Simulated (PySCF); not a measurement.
# Fractional electron number in H (hydrogen, neutral)

The 1s alpha orbital of 1s1 is emptied in steps (occupation f), with all orbitals relaxed, ending at no electrons. Computed with PySCF 2.14 in aug-cc-pVDZ (3s2p, 9 functions), with the non-relativistic Hamiltonian (point nucleus). The exact energy is a straight line in f; departures are measured from the line between the end points of the same method.

Problem. Among UHF, LC-wPBE, wB97X, which shows the largest delocalisation error (convex curve), and which is closest to linear?

Solution. Most convex: wB97X (-0.461 eV at f = 0.5); closest to linear: UHF (0.000 eV).

```tsv
f	UHF (eV)	LC-wPBE (eV)	wB97X (eV)
1	0.000	0.000	0.000
0.75	0.000	-0.278	-0.370
0.5	0.000	-0.327	-0.461
0.25	0.000	-0.179	-0.291
0	0.000	0.000	0.000
```

| method | E(f=0) − E(f=1) (eV) | −ε at f=1 (eV) | −ε at f=0.5 (eV) |
| --- | --- | --- | --- |
| UHF | 13.588 | 13.588 | 13.588 |
| LC-wPBE | 13.758 | 12.184 | 13.998 |
| wB97X | 13.633 | 11.606 | 13.820 |

As f goes to zero the orbital energy of a semilocal functional can turn back, because the density of that orbital vanishes from the exchange-correlation potential.

Reference removal energy between the ground levels: 13.598 eV (theoretical estimate listed by NIST; NIST Atomic Spectra Database, ionization energies). UHF lacks correlation.
